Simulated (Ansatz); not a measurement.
# SiH2+ (doublet): geometry optimisation

Where does this start of SiH2+ (doublet) end when it is relaxed?

Method: UKS PBE0/def2-TZVP; program: Ansatz 0.2.0, Gaussian basis.

## Step 1: The starting structure

3 atoms, charge 1, spin multiplicity 2.

Atoms are counted from 1 here; the program's logs count them from 0.

Bond lengths: Si1–H2 1.471 Å, Si1–H3 1.471 Å. Angles: H2–Si1–H3 132.6°.

Geometry (Å):

```
Si    0.0018    0.0001   -0.0396
H    -0.0381    1.3460    0.5531
H    -0.0109   -1.3478    0.5499
```

The start was built by rule and, where that kept it together, relaxed with GFN2-xTB. Sticks and bond lists go by distance. 

## Step 2: The run

File in.yaml:

```yaml
crystal:
  periodic: [false, false, false]
  atoms:
    - {symbol: Si, position_ang: [0.001760, 0.000065, -0.039587]}
    - {symbol: H, position_ang: [-0.038097, 1.346036, 0.553138]}
    - {symbol: H, position_ang: [-0.010945, -1.347846, 0.549924]}
basis:
  gaussian: {orbitals: def2-TZVP}
total_charge: 1
magnetization: {spin_polarized: true, initial_magnetization: 1}
hamiltonian: {xc: pbe0}
relax: {f_tol: 0.004, max_steps: 80}
```

Run with:

```sh
$ ansatz run in.yaml --threads 1 --pin off --events-out ev --progress --plain --max-ram 2176MiB
```

Before running it: what results should come out? Wanted: energy gained; shift from the start; total energy; ⟨S²⟩.

**Answer**, as computed:

| quantity | value |
| --- | --- |
| steps | 4 |
| energy gained | 0.081 eV |
| shift from the start (rms) | 0.088 Å |
| total energy | -7895.6163 eV |
| ⟨S²⟩ | 0.752 |

What this shows: The bonds of the start are those of the end. Si1–H2 went from 1.471 to 1.491 Å. No vibrations were run, so this is a stationary point, not a proven minimum, and this spin need not be the ground state's.
